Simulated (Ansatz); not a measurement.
**SiH2O+ (doublet): from Hartree-Fock to the top rungs, cc-pVTZ**

The task here is to estimate one member of a computed series from the others.

The runs use Ansatz 0.2.0, Gaussian basis; cc-pVTZ, core rule «outside noble gas», up to 6 orbitals frozen.

Plan: UHF; CCSD(T) on ROHF; CCSD(T) on UHF; BCCD(T) on ROHF; CCSDT(Q) on ROHF; CCSDT(Q) on UHF; CASSCF and MRCISD+Q, 11 electrons in 10 orbitals; CASSCF and NEVPT2, 11 electrons in 10 orbitals.

10 further runs of the same task are left out: 4 for a known fault of the program, 6 set aside as unsound or not needed.

### The system

The geometry is a PBE0/def2-TZVP stationary point (not a proven minimum) of the parent state, kept for this charge and spin.

4 atoms, charge 1, spin multiplicity 2.

Atoms are counted from 1 here; the program's logs count them from 0.

Bond lengths: Si1–O2 1.676 Å, Si1–H3 1.466 Å, Si1–H4 1.466 Å. Angles: O2–Si1–H3 114.7°, O2–Si1–H4 114.7°, H3–Si1–H4 130.6°.

Set-up of the first run:

The input, in.yaml:

```yaml
crystal:
  periodic: [false, false, false]
  atoms:
    - {symbol: Si, position_ang: [0.000000, 0.000000, 0.554993]}
    - {symbol: O, position_ang: [0.000000, 0.000000, -1.121434]}
    - {symbol: H, position_ang: [0.000000, 1.331946, 1.168229]}
    - {symbol: H, position_ang: [0.000000, -1.331946, 1.168229]}
basis:
  gaussian: {orbitals: cc-pVTZ}
total_charge: 1
magnetization: {spin_polarized: true, initial_magnetization: 1}
hamiltonian: {xc: hf}
output: {orbitals: {seedname: orbitals}}
```

On the command line:

```console
> ansatz run in.yaml --threads 1 --pin off --events-out ev --progress --plain --max-ram 2816MiB --backend cpu
```

Steps of the session up to this table: UHF; CCSD(T) on ROHF; CCSD(T) on UHF; BCCD(T) on ROHF; CCSDT(Q) on ROHF; CCSDT(Q) on UHF; CASSCF and MRCISD+Q, 11 electrons in 10 orbitals; CASSCF and NEVPT2, 11 electrons in 10 orbitals.

One table of the session follows, with a row left open; its other results are not shown here.

| method | from UCCSDT(Q) (meV) |
| --- | --- |
| ROHF | +8935.1 |
| UHF | +8796.0 |
| RMP2 | +1095.9 |
| UMP2 | +1100.4 |
| RCCSD | ? |
| UCCSD | +331.9 |
| RCCSD(T) | +49.9 |
| UCCSD(T) | +49.6 |
| BCCD(T) | +49.1 |
| RCCSDT | +17.3 |
| UCCSDT | +16.2 |
| RCCSDT(Q) | +5.1 |
| UCCSDT(Q) | 0 |
| CASSCF valence | +6302.5 |
| NEVPT2 valence | +1232.9 |
| MRCISD valence | +426.1 |
| MRCISD+Q valence | +63.8 |

Q: Estimate the row for RCCSD from the others.

**Answer.** from UCCSDT(Q) (meV): +335.0. In the column «from UCCSDT(Q) (meV)» it lies between UCCSD (+331.9) and MRCISD valence (+426.1).

Caveats from the session: Restricted and unrestricted rows rest on different reference determinants; where their highest levels disagree by more than a few hundredths of an eV, they describe different states and don't form one ladder.
